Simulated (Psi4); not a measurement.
# SiH3SO (SMILES O[SiH2][S]) at U-revPBE/def2-SVPD

What is the vertical electron affinity of SiH3SO at U-revPBE/def2-SVPD? 

The calculation is run with Psi4 1.11.

8 further runs of the same task are left out: 8 that didn't finish.

### 1 The molecule

SiH3SO: 6 atoms, total charge 0, spin state doublet. SMILES: `O[SiH2][S]`. The coordinates come from a PBE0-D4/def2-TZVP relaxation. This is one conformer, not always the lowest.

Bond lengths: O1–Si2 1.639 Å, Si2–S3 2.114 Å, O1–H4 0.959 Å, Si2–H5 1.491 Å, Si2–H6 1.479 Å. Angles: O1–Si2–S3 115.7°, O1–Si2–H5 112.5°, O1–Si2–H6 104.9°, S3–Si2–H5 101.6°, S3–Si2–H6 110.7°, Si2–O1–H4 117.8°, H5–Si2–H6 111.7°.

### 2 Energy and forces at U-revPBE/def2-SVPD

The input, h3ossi.dat:

```
memory 1.6 GB

molecule {
  0 2
  O     -0.95657936    -2.36744889     0.13530439
  Si     0.50512379     0.35640235     0.33561536
  S     -1.63140056     3.55098436    -0.75607942
  H     -1.83360126    -2.74482720    -1.40444446
  H      2.70986726     0.52609975    -1.40992466
  H      1.28614760     0.55784715     3.01203447
  units bohr
  symmetry c1
  no_reorient
  no_com
}

set reference uks
set puream true
set e_convergence 1e-09
set d_convergence 1e-08
set scf_type pk
set dft_radial_points 99
set dft_spherical_points 590
set maxiter 200

energy_value, wavefunction = gradient('revpbe/def2-SVPD', return_wfn=True)
oeprop(wavefunction, 'QUADRUPOLE', 'MAYER_INDICES', 'LOWDIN_CHARGES', title='REVPBE')
```

The run is started by

```console
$ psi4 h3ossi.dat h3ossi.out -n 1
```

h3ossi.out, shortened:

```text
[...]
  Running in c1 symmetry.
[...]
  Nuclear repulsion =  143.416104003592295
[...]
  Multiplicity = 2
[...]
  Nalpha       = 21
  Nbeta        = 20
[...]
    Number of basis functions: 98
[...]
   @UKS iter   1:  -764.07214980869310   -8.07170e-02   7.78123e-03 DIIS/ADIIS
[...]
   @UKS iter  17:  -764.31429622678945   -1.13687e-12   5.26099e-09 DIIS
[...]
   @S^2 Observed:                7.531368412E-01
[...]
    Orbital Energies [Eh]
    ---------------------
    Alpha Occupied:
       1A    -88.075841     2A    -65.471581     3A    -18.796790
       4A     -7.704330     5A     -5.732063     6A     -5.721484
       7A     -5.715720     8A     -5.108249     9A     -3.518855
      10A     -3.517432    11A     -3.515849    12A     -0.928972
      13A     -0.661956    14A     -0.525133    15A     -0.427709
      16A     -0.360518    17A     -0.349179    18A     -0.312692
      19A     -0.286043    20A     -0.269429    21A     -0.244985
    Alpha Virtual:
      22A     -0.029037    23A     -0.006859    24A      0.005167
      25A      0.019424    26A      0.031612    27A      0.040168
[...]
  @UKS Final Energy:  -764.31429622678945
   => Energetics <=
    Nuclear Repulsion Energy =            143.4161040035922952
    One-Electron Energy =               -1341.2837574930958908
    Two-Electron Energy =                 489.6811085817887488
    DFT Exchange-Correlation Energy =     -56.1277513190747115
    Empirical Dispersion Energy =           0.0000000000000000
    VV10 Nonlocal Energy =                  0.0000000000000000
    Total Energy =                       -764.3142962267894518
[...]
  -Total Gradient:
     Atom            X                  Y                   Z
    ------   -----------------  -----------------  -----------------
       1        0.007841610288     0.025108351057    -0.007832379009
       2       -0.010073051008    -0.019577752337    -0.002698842488
       3        0.004593566240    -0.008797106214     0.002798151136
       4        0.006452092071     0.003872535208     0.010059509499
       5       -0.006253825731    -0.000524161898     0.004322313826
       6       -0.002560612573    -0.000108757233    -0.006663056796
[...]
 Multipole Moments:
 ------------------------------------------------------------------------------------
     Multipole            Electronic (a.u.)      Nuclear  (a.u.)        Total (a.u.)
 ------------------------------------------------------------------------------------
 L = 1.  Multiply by 2.5417464519 to convert [e a0] to [Debye]
 Dipole X            :         24.6247657          -24.5208972            0.1038685
 Dipole Y            :        -41.5074457           41.2049112           -0.3025344
 Dipole Z            :          5.8193705           -6.1185552           -0.2991847
 Magnitude           :                                                    0.4379809
 L = 2.  Multiply by 1.3450342976 to convert [e a0^2] to [Debye ang]
 Quadrupole XX       :        -90.5325466           65.8355876          -24.6969590
 Quadrupole XY       :         65.7723309          -64.8755889            0.8967421
[...]
```

Run time: 25 s. Hardware: 1 thread of AMD EPYC 9R45 (Zen 5), shared host; peak memory 0.83 GiB.

### 3 The singlet anion at the same level

The input, job.inp:

```
memory 1.6 GB

molecule {
  -1 1
  O
  Si 1 1.63926
  S 2 2.114186 1 115.66329
  H 1 0.958732 2 117.80903 3 48.662
  H 2 1.490797 1 112.46867 4 -67.44683
  H 2 1.479218 5 111.73065 1 117.66906
  symmetry c1
  no_reorient
  no_com
}

set globals {
  puream               true
  e_convergence        1e-09
  d_convergence        1e-08
  scf_type             pk
  dft_radial_points    99
  dft_spherical_points 590
}

gradient("revpbe/def2-SVPD")
```

The run is started by

```console
$ psi4 job.inp job.out -n 1
```

job.out, shortened:

```text
[...]
  Running in c1 symmetry.
[...]
  Nuclear repulsion =  143.416106946979681
[...]
  Multiplicity = 1
[...]
  Nalpha       = 21
  Nbeta        = 21
[...]
    Number of basis functions: 98
[...]
   @RKS iter   1:  -764.04362712225316   -5.21946e-02   8.74181e-03 DIIS/ADIIS
[...]
   @RKS iter  12:  -764.41359744210843   -7.95808e-12   8.09209e-09 DIIS
[...]
  @RKS Final Energy:  -764.41359744210843
   => Energetics <=
    Nuclear Repulsion Energy =            143.4161069469796814
    One-Electron Energy =               -1350.5930759667055554
    Two-Electron Energy =                 499.1213283510128349
    DFT Exchange-Correlation Energy =     -56.3579567733953226
    Empirical Dispersion Energy =           0.0000000000000000
    VV10 Nonlocal Energy =                  0.0000000000000000
    Total Energy =                       -764.4135974421084256
[...]
 Multipole Moments:
 ------------------------------------------------------------------------------------
     Multipole            Electronic (a.u.)      Nuclear  (a.u.)        Total (a.u.)
 ------------------------------------------------------------------------------------
 L = 1.  Multiply by 2.5417464519 to convert [e a0] to [Debye]
 Dipole X            :          0.2872296           -0.5988919           -0.3116623
 Dipole Y            :         -1.9354226            2.8892403            0.9538176
 Dipole Z            :         -0.0698604           -1.1183678           -1.1882283
 Magnitude           :                                                    1.5552453
[...]
  -Total Gradient:
     Atom            X                  Y                   Z
    ------   -----------------  -----------------  -----------------
       1       -0.008139796258    -0.016896073623     0.048411215690
       2        0.004588546249     0.040425980485    -0.059492516134
       3       -0.002294628792    -0.002498914793     0.005221271072
       4        0.006689104366     0.008780599718     0.001071656802
       5        0.006929633881    -0.016559391192     0.002790840207
       6       -0.007789003357    -0.013244379991     0.001972615249
[...]
```

Run time: 14 s. Hardware: 1 thread of AMD EPYC 9R45 (Zen 5), shared host; peak memory 0.83 GiB.

### 4 What came out

At U-revPBE/def2-SVPD:

| quantity | value |
| --- | --- |
| doublet SiH3SO: total energy | -764.31430 Eh |
| doublet SiH3SO: dipole moment | 1.11 D |
| doublet SiH3SO: HOMO energy (highest over α and β) | -6.34 eV |
| doublet SiH3SO: LUMO energy (lowest over α and β) | -5.77 eV |
| doublet SiH3SO: ⟨S²⟩ | 0.753 |
| doublet SiH3SO: largest force on an atom | 1.411 eV/Å |
| singlet anion: total energy | -764.41360 Eh |
| singlet anion: HOMO energy | 0.36 eV |
| singlet anion: LUMO energy | 3.43 eV |
| singlet anion: HOMO–LUMO gap (to an unbound level, set by the basis) | 3.08 eV |
| singlet anion: largest force on an atom | 3.706 eV/Å |
| vertical electron affinity (to the singlet anion) | 2.702 eV |

In words: At fixed nuclei the extra electron is bound by 2.70 eV (261 kJ/mol). The largest force (doublet SiH3SO) is 1.41 eV/Å: the shape isn't a stationary point for this species at this level. The HOMO (singlet anion) lies at positive energy, 0.36 eV, as semi-local functionals often give for anions; only total energies tell whether the electron is bound.
